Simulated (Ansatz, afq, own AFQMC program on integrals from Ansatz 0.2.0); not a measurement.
Where AFQMC and coupled cluster stand for GeHO, quartet

```xyz
3

Ge    0.0000   -0.0565    0.3211
O     0.0000    0.1709   -1.5200
H     0.0000    1.3581    0.9850
```

Connectivity, by distances: GeH–O.

Basis cc-pVDZ. Noble-gas cores (and the filled d shells of Ga–Kr and In–Xe) are frozen. Integrals, coupled cluster, full CI and functionals: Ansatz 0.2.0; the random walks run on the same integrals in our own AFQMC program. ph-AFQMC/CISD is guided by a CISD state made of CCSD amplitudes; releasing the constraint for a short imaginary time cuts its bias at the price of noise, slowly where states lie close. Error bars are statistical, one sigma. No spin–orbit coupling.

Determinant: UHF, the one that the program's search chose, which needn't be the lowest solution. The geometry is a point of a scan.

No full CI on the walks' own integrals is used here; CCSDT(Q) serves as the reference and is uncertain by about the last step of the cluster series.

Cautions: no relativity below Rb; no spin-orbit coupling; inner d shell frozen; lower spins were not checked.

```
T1 diagnostic                               : 0.0251
weight of the determinant in the CISD state : 0.899
⟨S²⟩ of the determinant                     : 3.770
size of the correlated space                : 11 electrons in 31 orbitals
```

Reference: CCSDT(Q), correlation energy -6.343 eV. The released energy is read at 2.40 1/Eh (meV from the phaseless value at times in 1/Eh: -19 ± 14 at 0.24, -31 ± 14 at 0.51, -41 ± 18 at 0.99, -31 ± 16 at 1.62, -22 ± 17 at 2.40).

```
         level  E − E(reference) (mEh)  share of correlation (%)
            HF                  233.11                      0.00
           MP2                   33.75                     85.52
          CCSD                    6.97                     97.01
       CCSD(T)                    1.67                     99.28
         CCSDT                    0.57                     99.76
 ph-AFQMC/CISD             0.90 ± 0.38                     99.61
released AFQMC             0.08 ± 0.63                     99.96
```

A walk keeps the symmetry of its determinant, which the program's search chose and which needn't be the lowest solution, so a lower state of the same spin and another symmetry isn't excluded. Released energies are given only where the last usable release times agree within the noise; a slower fall can still hide under it.
